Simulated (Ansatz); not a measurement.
## Bi (model structure, started from the lonsdaleite type, P6₃/mmc, No. 194, 4 atoms in the cell): c axis length by level of theory

No measured value is used here.

```
level (code)         value (Å)
-------------------  ---------
PBE (Ansatz)                 …
PBEsol (Ansatz)          6.858
PBE-D3(BJ) (Ansatz)      6.897
```

Problem. Complete the blanks.

Solution. 
- PBE (Ansatz, a quantum-chemistry and plane-wave program), value (Å): 7.176

Density-functional levels without +SOC have no spin–orbit coupling. Ansatz's density-functional and Hartree–Fock values are scalar-relativistic unless marked +SOC, with PAW data made under PBE.

A model structure was made by putting elements into a prototype or built by hand; it is no filed structure, need not be a known phase, and can be a saddle point held by its symmetry.
